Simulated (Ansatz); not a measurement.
# Thallium, hcp under r²SCAN: convergence with the k-point mesh

How fine must the k-point mesh be for energy and pressure to settle? The geometry was relaxed under r²SCAN beforehand and stays fixed; 8 values are run, from 2×2×1 to 15×15×8. Wanted are the values from which on the energy stays within 10 and 1 meV/atom, and the pressure within 0.5 GPa, of the last run. Within the series other settings stay, but some runs also write fields, which adds to their time. Spin polarisation is left out.

Method: DFT r²SCAN, plane waves with PAW, scalar-relativistic, in Ansatz 0.2.0.

## (1) The system as given

The structure is hexagonal, space group P6_3/mmc (No. 194). The conventional cell has a = 3.539 Å, b = 3.539 Å, c = 5.562 Å, α = 90.00°, β = 90.00°, γ = 120.00°. Tl (site symmetry -6m2) has 12 Tl at 3.45 to 3.54 Å as nearest neighbours.

Structure file:

```xyz
2
Lattice="3.5390 0.0000 0.0000 -1.7695 3.0649 0.0000 0.0000 0.0000 5.5625" Properties=species:S:1:pos:R:3 pbc="T T T"
Tl    0.0000    2.0432    1.3906
Tl    1.7695    1.0216    4.1719
```

## (2) Run at 2×2×1

The run at 2×2×1.

input.yaml reads:

```yaml
crystal:
  lattice:
    - [3.5390101918, 0.0, 0.0]
    - [-1.7695050959, 3.0648727304, 0.0]
    - [0.0, 0.0, 5.5624920705]
  atoms:
    - { symbol: Tl, position: [0.3333333333, 0.6666666667, 0.25] }
    - { symbol: Tl, position: [0.6666666667, 0.3333333333, 0.75] }
hamiltonian:
  xc: r2scan
  pseudopotentials:
    kind: paw
    azcp:
      Tl: "pseudopotentials/Tl.paw.azcp"
basis:
  ecutwfc: 500
  fft_grid_basis: typed
kpoints:
  mp_grid: { grid: [2, 2, 1], shift: [0, 0, 0] }
magnetization:
  spin_polarized: false
scf:
  occupations: { method: fermi_dirac, width: 0.1 }
  lower_state_search: "off"
output:
  stress: true
  write_density: true
  write_potential: true
  elf: true
  volumetric_format: npy
```

Started as:

```sh
$ ansatz run input.yaml --threads 2 --pin off --max-ram 5120MiB --backend cpu --events-out ev --progress --plain --runs-dir out
```

## (3) Run at 3×3×2

The run at 3×3×2.

input.yaml: that of step 2 with these lines changed.

```diff
@@ -18,3 +18,3 @@
 kpoints:
-  mp_grid: { grid: [2, 2, 1], shift: [0, 0, 0] }
+  mp_grid: { grid: [3, 3, 2], shift: [0, 0, 0] }
 magnetization:
@@ -26,5 +26 @@
   stress: true
-  write_density: true
-  write_potential: true
-  elf: true
-  volumetric_format: npy
```

## (4) Run at 4×4×2

The run at 4×4×2.

input.yaml: that of step 3 with these lines changed.

```diff
@@ -18,3 +18,3 @@
 kpoints:
-  mp_grid: { grid: [3, 3, 2], shift: [0, 0, 0] }
+  mp_grid: { grid: [4, 4, 2], shift: [0, 0, 0] }
 magnetization:
```

## (5) Run at 5×5×3

The run at 5×5×3.

input.yaml: that of step 4 with these lines changed.

```diff
@@ -18,3 +18,3 @@
 kpoints:
-  mp_grid: { grid: [4, 4, 2], shift: [0, 0, 0] }
+  mp_grid: { grid: [5, 5, 3], shift: [0, 0, 0] }
 magnetization:
@@ -26 +26,5 @@
   stress: true
+  write_density: true
+  write_potential: true
+  elf: true
+  volumetric_format: npy
```

## (6) Run at 6×6×4

The run at 6×6×4.

input.yaml: that of step 5 with these lines changed.

```diff
@@ -18,3 +18,3 @@
 kpoints:
-  mp_grid: { grid: [5, 5, 3], shift: [0, 0, 0] }
+  mp_grid: { grid: [6, 6, 4], shift: [0, 0, 0] }
 magnetization:
```

## (7) Run at 8×8×5

The run at 8×8×5.

input.yaml: that of step 6 with these lines changed.

```diff
@@ -18,3 +18,3 @@
 kpoints:
-  mp_grid: { grid: [6, 6, 4], shift: [0, 0, 0] }
+  mp_grid: { grid: [8, 8, 5], shift: [0, 0, 0] }
 magnetization:
@@ -26,5 +26 @@
   stress: true
-  write_density: true
-  write_potential: true
-  elf: true
-  volumetric_format: npy
```

## (8) Run at 11×11×6

The run at 11×11×6.

input.yaml: that of step 7 with these lines changed.

```diff
@@ -18,3 +18,3 @@
 kpoints:
-  mp_grid: { grid: [8, 8, 5], shift: [0, 0, 0] }
+  mp_grid: { grid: [11, 11, 6], shift: [0, 0, 0] }
 magnetization:
```

## (9) Run at 15×15×8

The run at 15×15×8.

input.yaml: that of step 8 with these lines changed.

```diff
@@ -18,3 +18,3 @@
 kpoints:
-  mp_grid: { grid: [11, 11, 6], shift: [0, 0, 0] }
+  mp_grid: { grid: [15, 15, 8], shift: [0, 0, 0] }
 magnetization:
@@ -26 +26,5 @@
   stress: true
+  write_density: true
+  write_potential: true
+  elf: true
+  volumetric_format: npy
```

(Steps that only read results are left out.)

Before running it: what results should come out? Wanted: pressure at 15×15×8.

**Answer**, as computed:

```
                                          quantity                       value
      E(σ → 0) stays within 10 meV/atom of 15×15×8             from 11×11×6 on
                  E(σ → 0) stays within 1 meV/atom  not reached before 15×15×8
                     pressure stays within 0.5 GPa               from 5×5×3 on
                               pressure at 15×15×8                   -0.04 GPa
                   CPU time, dearest over cheapest                          14
energy of a separate run on a finer mesh (17×17×9)  -0.2 meV/atom from 15×15×8
```

What this shows: The far end, 2×2×1, lies +85.2 meV/atom and +7.2 GPa from the yardstick. The error changes sign along the series: k-point sums are not variational. The energy has not settled to 1 meV/atom before the last mesh. Metals converge slowly, as the Fermi surface must be resolved. A run on a finer mesh agrees with the yardstick to 1 meV/atom. The cell taken over is 8 % larger than the measured one (28.04 Å³/atom, COD).
